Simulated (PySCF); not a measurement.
# The bond of BF, level by level

One table from this session's results is given with a row withheld; the runs are named, their logs left out.

Computed with PySCF 2.14.0. Level: B jorge-DZP-DKH, F jorge-DZP-DKH, spin-free X2C with a Gaussian nucleus.

The first run:

A driver script around PySCF takes these settings:

```yaml
atoms: B, F
charge: 0
basis: B jorge-DZP-DKH, F jorge-DZP-DKH
Hamiltonian: spin-free X2C with a Gaussian nucleus
basis_functions: 30
electrons_treated: 14
masses_in_u: 11.0093, 18.9984
levels: PBE0, PBE, r²SCAN, PW91, r²SCAN0, BHandHLYP, HF, MP2, SCS-MP2, CCSD, CCSD(T)
grid: 80 radial by 434 angular points
occupations: held fixed by the projection of orbital angular momentum
dissociation_limit: B + F, each in its ground configuration
starting_distance_in_angstrom: 1.430
values_of_2S_to_try: 0, 2
```

Steps of the session up to this table: The job; PBE0 along the bond; Higher solutions at PBE0; PBE (GGA); r²SCAN; PW91 (GGA); r²SCAN0; BHandHLYP; RHF (mean field); MP2 and coupled cluster.

One of the session's tables, all rows but one given; the rest of the session is left out.

It belongs to the step «The curves together». Energy (eV) from each level's lowest point:

| R (Å) | RHF | RHF-MP2 | RHF-SCS-MP2 | RHF-CCSD | RHF-CCSD(T) |
| --- | --- | --- | --- | --- | --- |
| 1.108 | 1.019 | 1.213 | 1.216 | n/a | n/a |
| 1.159 | 0.417 | 0.551 | 0.553 | 0.563 | 0.580 |
| 1.211 | 0.102 | 0.180 | 0.181 | 0.187 | 0.197 |
| 1.249 | 0.006 | 0.044 | 0.044 | 0.047 | 0.052 |
| 1.288 | 0.000 | 0.000 | 0.000 | 0.000 | 0.000 |
| 1.327 | 0.064 | 0.028 | 0.027 | 0.025 | 0.020 |
| 1.378 | ? | ? | ? | ? | ? |
| 1.443 | 0.526 | 0.395 | 0.392 | 0.385 | 0.365 |
| 1.520 | 0.957 | 0.775 | 0.768 | 0.761 | 0.731 |
| 1.623 | 1.590 | 1.352 | 1.341 | n/a | n/a |

Estimate the missing values for R (Å) = 1.378.

Worked estimate for «RHF». A straight line through the neighbours (1.327, 0.064) and (1.443, 0.526) gives 0.064 + (0.526 − 0.064) × (1.378 − 1.327) / (1.443 − 1.327) = 0.267; a parabola fitted to 4 rows on both sides gives 0.237.

The run gave: RHF: 0.230; RHF-MP2: 0.149; RHF-SCS-MP2: 0.148; RHF-CCSD: 0.143; RHF-CCSD(T): 0.131. In «RHF» the line misses by +0.037 and the parabola by +0.007.

State 2 has its PBE0 minimum 3.15 eV higher. The other levels ran on the lowest alone.
